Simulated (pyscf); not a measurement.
Single points on ωB97X-D3(BJ)/def2-SVP structures (PySCF, gas phase).

**Question.** `[NH2][SiH][NH][SiH2][NH2]` [doublet] + `[CH4]` → `[NH2][SiH2][NH][SiH2][NH2]` + `[CH3]` [doublet]
Surface: doublet. Broken: C–H. Formed: H–Si. Give ΔE‡ and ΔE from ωB97M-D3(BJ)/def2-TZVP, relative to the separated reactants.

**Answer.** ΔE‡ = 102.8 kJ/mol, ΔE = +64.1 kJ/mol. Zero-point energy shifts the barrier by -15.9 kJ/mol. It is a hydrogen abstraction, with an imaginary mode of 1075i cm⁻¹. This is the saddle that the search found; another between the same sides may lie lower. The angle at the transferred H is 172°.
